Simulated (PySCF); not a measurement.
H2O2, charge +1, doublet, geometry from GFN2-xTB (a state made from the parent by changing its charge; the spin is typed, not shown lowest).

Input for PySCF:
```python
from pyscf import gto, scf, dft

mol = gto.Mole()
mol.atom = '''
    O     0.00029017    0.64522356   -0.01214168
    O    -0.00029017   -0.64522356    0.01214168
    H     0.94311055    0.99403527   -0.03396231
    H    -0.94311055   -0.99403527    0.03396231
'''
mol.basis = 'def2-sv(p)'
mol.charge = 1
mol.spin = 1
mol.verbose = 4
mol.build()

mf = dft.UKS(mol)
mf.xc = 'blyp'
mf.kernel()
```

Question: What HOMO energy does BLYP/def2-SV(P) in PySCF give?

Answer: -16.44 eV

Question: What <S^2> does BLYP/def2-SV(P) give?

Answer: 0.752

Question: Give the total energy at the level BLYP/def2-SV(P).

Answer: -4109.4383 eV

Question: Give the nuclear repulsion energy at the level BLYP/def2-SV(P).

Answer: 39.3288 Eh

Question: What number of basis functions does BLYP/def2-SV(P) give?

Answer: 32

These values belong to the state on which the SCF converged, which isn't shown to be the lowest.
